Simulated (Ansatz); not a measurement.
# CH₇AlSi: vertical ionisation energy

The task here is to estimate one member of a computed series from the others.

Computed with Ansatz 0.2.0, Gaussian basis. Level: unrestricted cation, the program's frozen cores in correlated methods.

The runs, in order: UKS PBE-D4/def2-TZVPP; UKS r2SCAN-D4/def2-TZVPP; UKS PBE0-D4/def2-TZVPP; UKS B3LYP-D4/def2-TZVPP; UKS wB97X-V/def2-TZVPP; UKS wB97M-V/def2-TZVPP; UKS B2PLYP/def2-TZVPP; UHF-CCSD(T)/def2-TZVPP; UHF-MP2/def2-QZVPP; extrapolation to the limit; then −ε(HOMO) from the neutral's earlier runs with LDA (SPW92), PBE-D4, revPBE-D4, BLYP-D4, r2SCAN-D4, B97M-V, PBE0-D4, B3LYP-D4, r2SCANh-D4, r2SCAN0-D4, HSE06-D4, BHLYP-D4, CAM-B3LYP-D4, LC-ωPBE, ωB97X-V, ωB97M-V.

**The geometry**

The geometry comes from an earlier relaxation with PBE0-D4 in a triple-zeta def2 set; it is a stationary point, not always the lowest conformer.

SMILES `[AlH2][CH2][SiH3]`, 10 atoms, charge 0, spin multiplicity 1.

Atoms are counted from 1 here; the program's logs count them from 0.

Bond lengths: Al1–C2 1.948 Å, Al1–H4 1.587 Å, Al1–H5 1.587 Å, C2–Si3 1.866 Å, C2–H6 1.096 Å, C2–H7 1.096 Å, Si3–H8 1.490 Å, Si3–H9 1.490 Å, Si3–H10 1.489 Å. Angles: C2–Al1–H4 119.9°, C2–Al1–H5 119.9°, H4–Al1–H5 120.3°, Al1–C2–Si3 113.8°, Al1–C2–H6 109.6°, Al1–C2–H7 109.7°, Si3–C2–H6 107.7°, Si3–C2–H7 107.7°, H6–C2–H7 108.2°, C2–Si3–H8 110.3°, C2–Si3–H9 110.3°, C2–Si3–H10 112.7°, H8–Si3–H9 107.4°, H8–Si3–H10 107.9°, H9–Si3–H10 107.9°.

The first run:

The input, in.yaml:

```yaml
crystal:
  periodic: [false, false, false]
  atoms:
    - {symbol: Al, position_ang: [-1.415002, 0.743563, -0.797575]}
    - {symbol: C, position_ang: [0.370920, -0.029252, -0.702709]}
    - {symbol: Si, position_ang: [0.872371, -0.557186, 1.015802]}
    - {symbol: H, position_ang: [-2.669285, -0.194132, -1.057240]}
    - {symbol: H, position_ang: [-1.611835, 2.306245, -0.599579]}
    - {symbol: H, position_ang: [0.425600, -0.911184, -1.350980]}
    - {symbol: H, position_ang: [1.107934, 0.701421, -1.054786]}
    - {symbol: H, position_ang: [-0.080676, -1.573441, 1.544325]}
    - {symbol: H, position_ang: [0.843650, 0.607636, 1.944649]}
    - {symbol: H, position_ang: [2.239424, -1.144870, 1.061094]}
basis:
  gaussian: {orbitals: def2-TZVPP}
total_charge: 1
magnetization: {spin_polarized: true, initial_magnetization: 1}
hamiltonian: {xc: pbe, dispersion: d4}
```

Command:

```bash
> ansatz run in.yaml --threads 2 --pin off --events-out ev --progress --plain --max-ram 4352MiB
```

Among the steps run: Cation, UKS PBE-D4/def2-TZVPP; Cation, UKS r2SCAN-D4/def2-TZVPP; Cation, UKS PBE0-D4/def2-TZVPP; Cation, UKS B3LYP-D4/def2-TZVPP; Cation, UKS wB97X-V/def2-TZVPP; Cation, UKS wB97M-V/def2-TZVPP; Cation, UKS B2PLYP (frozen core)/def2-TZVPP; Cation, UHF-CCSD(T)/def2-TZVPP; Cation, UHF-MP2/def2-QZVPP.

One of the session's tables, all rows but one given; the rest of the session is left out.

For comparison, −ε(HOMO) of the neutral from earlier runs:

```
  functional  −ε(HOMO) (eV)
 LDA (SPW92)           6.95
      PBE-D4           6.86
   revPBE-D4           6.83
     BLYP-D4              ?
   r2SCAN-D4           7.14
      B97M-V           7.29
     PBE0-D4           8.08
    B3LYP-D4           7.87
  r2SCANh-D4           7.58
  r2SCAN0-D4           8.26
    HSE06-D4           7.68
    BHLYP-D4           9.21
CAM-B3LYP-D4           9.42
     LC-ωPBE          10.79
     ωB97X-V          10.43
     ωB97M-V          10.26
```

**Question.** Estimate the row for BLYP-D4.

Worked estimate for «−ε(HOMO) (eV)». Against the share of exact exchange, B3LYP-D4 (0.2, 7.87), BHLYP-D4 (0.5, 9.21) give a slope of 4.47 per unit share; at 0 the line stands at 6.98.

**Answer.** −ε(HOMO) (eV): 6.73. In «−ε(HOMO) (eV)» the line misses by +0.25.
